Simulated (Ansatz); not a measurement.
A made-up structure of CH2S2, singlet:

C1  (-0.063, 0.238, -0.251)
S2  (0.258, 0.011, 1.489)
S3  (0.139, -1.502, 0.085)
H4  (1.030, -0.480, 2.495)
H5  (0.737, 0.702, -0.819)
(Å)

It is relaxed with PBE-D4/def2-SVP and then PBE0-D4/def2-TZVP (Ansatz 0.2.0). Atoms count as bonded within 1.22 times the sum of their covalent radii (H–H: 0.88 Å). The end point is not checked to be a true minimum.

Question: Does its bonding change? (A judgement: the text doesn't fix the answer.)

Answer: By the calculation: Yes. Formed: none; broken: S2–S3.

Where it ends: The first stage lowers the energy by 4.36 eV in 14 steps. It ends as CH₂S₂ ([S][CH][SH]):
| atom | x (Å) | y (Å) | z (Å) |
| --- | --- | --- | --- |
| C1 | 0.3719 | -0.1034 | 0.0711 |
| S2 | 0.5100 | 0.6075 | 1.6317 |
| S3 | 0.3424 | -1.6655 | -0.3308 |
| H4 | 0.5763 | -0.5517 | 2.3134 |
| H5 | 0.2998 | 0.6809 | -0.6856 |

Labels in which every atom is bracketed show which atoms are joined, not bond orders.

For scale, one of the runs: PBE0-D4/def2-TZVP relaxation, 117 basis functions, launched by `ansatz run in.yaml --threads 2 --pin off --events-out ev --progress --plain --max-ram 4352MiB`. Hardware: 2 CPU threads of an Arm Neoverse V2, shared host. Wall time about 9 s.
